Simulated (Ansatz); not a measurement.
The first iterations of a band of CH4BF + H2 (9 atoms, charge 0, multiplicity 1).

All numbers below come from RKS PBE/def2-SVP (Ansatz 0.2.0).

* movable images: 7
* climbing image: yes
* spring: 5.0 eV/Å²
* optimiser: quadratic models (default)
* start path: through a guess of the saddle point
* force threshold: 0.05 eV/Å
* iteration limit: 60
* end points: relaxed

Image 0:

```xyz
9
Properties=species:S:1:pos:R:3
B 0.124 -0.514 -0.058
F 0.071 -0.327 1.267
C 1.462 -0.313 -0.838
H 1.664 -1.184 -1.498
H 1.337 0.549 -1.533
H 2.342 -0.122 -0.194
H -0.931 -0.828 -0.593
H -0.259 2.990 1.135
H -0.217 2.275 1.415
```

Image 8:

```xyz
9
Properties=species:S:1:pos:R:3
B 0.030 0.462 -0.232
F 0.058 0.022 1.797
C 1.403 -0.038 -0.787
H 1.489 -1.142 -0.831
H 1.435 0.313 -1.846
H 2.297 0.385 -0.287
H -1.022 -0.074 -0.521
H -0.059 1.637 0.166
H -0.037 0.960 1.644
```

| iteration | highest image above the first end (eV) | largest band force component (eV/Å) |
| --- | --- | --- |
| 1 | 2.571 | 3.692 |
| 2 | 1.855 | 2.950 |
| 3 | 1.791 | 2.758 |
| 4 | 2.106 | 5.198 |
| 5 | 1.751 | 3.027 |

**Question.** Does the band converge within its limit, and where does its top end?

**Answer.** It converged. It ended after 15 iterations with the highest image 1.513 eV above the first end. A vibrational analysis at the climbing image gives one clearly imaginary mode, 787i cm⁻¹: a first-order saddle point. The orbitals stay closed-shell, which can raise the energy where a bond breaks towards radicals; this wasn't checked here.

Run time: 2.8 min on 1 thread of Arm Neoverse V1, with other jobs on the host, peak memory 0.12 GiB.
